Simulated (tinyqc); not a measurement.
Worked calculation (part 3 of 3): UHF in the sto-6g basis, for CH+, spin multiplicity 1. Computed by tinyqc, a small Python program that keeps every step (integrals from PySCF). Command: `OMP_NUM_THREADS=1 python tinyqc.py 25450 25451 out.jsonl` (the two numbers bound the seeds that draw the settings). One thread of a shared host (Intel(R) Xeon(R) Processor @ 2.60GHz), about 0.1 s of CPU time with the checks.

Geometry (angstrom):
```
atom       x       y       z
C     0.0000  0.0000  0.0000
H     0.0000  0.0000  1.0070
```

## Populations, bond orders and dipole

D(alpha) after iteration 11, order 1C 1s, 1C 2s, 1C 2px, 1C 2py, 1C 2pz, 2H 1s:
$$\begin{pmatrix}
1.0529 & -0.2085 & -0.0197 & 0.0627 & 0.0273 & -0.0366 \\
-0.2085 & 0.8603 & 0.0882 & -0.2802 & -0.1852 & 0.0564 \\
-0.0197 & 0.0882 & 0.0157 & -0.0498 & -0.0729 & -0.0305 \\
0.0627 & -0.2802 & -0.0498 & 0.1583 & 0.2317 & 0.0970 \\
0.0273 & -0.1852 & -0.0729 & 0.2317 & 0.4779 & 0.2826 \\
-0.0366 & 0.0564 & -0.0305 & 0.0970 & 0.2826 & 0.2022
\end{pmatrix}$$

D(beta) after iteration 11, order 1C 1s, 1C 2s, 1C 2px, 1C 2py, 1C 2pz, 2H 1s:
$$\begin{pmatrix}
1.0529 & -0.2085 & 0.0197 & -0.0627 & 0.0273 & -0.0366 \\
-0.2085 & 0.8603 & -0.0882 & 0.2802 & -0.1852 & 0.0564 \\
0.0197 & -0.0882 & 0.0157 & -0.0498 & 0.0729 & 0.0305 \\
-0.0627 & 0.2802 & -0.0498 & 0.1583 & -0.2317 & -0.0970 \\
0.0273 & -0.1852 & 0.0729 & -0.2317 & 0.4779 & 0.2826 \\
-0.0366 & 0.0564 & 0.0305 & -0.0970 & 0.2826 & 0.2022
\end{pmatrix}$$

overlap S, order 1C 1s, 1C 2s, 1C 2px, 1C 2py, 1C 2pz, 2H 1s:
$$\begin{pmatrix}
1.0000 & 0.2432 & 0.0000 & 0.0000 & 0.0000 & 0.0779 \\
0.2432 & 1.0000 & 0.0000 & 0.0000 & 0.0000 & 0.5400 \\
0.0000 & 0.0000 & 1.0000 & 0.0000 & 0.0000 & 0.0000 \\
0.0000 & 0.0000 & 0.0000 & 1.0000 & 0.0000 & 0.0000 \\
0.0000 & 0.0000 & 0.0000 & 0.0000 & 1.0000 & 0.4937 \\
0.0779 & 0.5400 & 0.0000 & 0.0000 & 0.4937 & 1.0000
\end{pmatrix}$$

Mulliken: Z minus the diagonal of D S on the atom; Loewdin: the same with S^(1/2) D S^(1/2); Mayer order: 2 sum_s sum (D(s) S)_ij (D(s) S)_ji over the two atoms.

Charges (e):
```
atom  Mulliken  Loewdin  Mulliken spin
1C      0.7386   0.8326              0
2H      0.2614   0.1674              0
```

Mayer bond orders:
```
pair   order
2-1   0.9317
```

dipole moment about the origin, x y z (debye): [0.0000, 0.0000, 1.6253]

<S^2> of the determinant (pure state: 0) = 0.5749
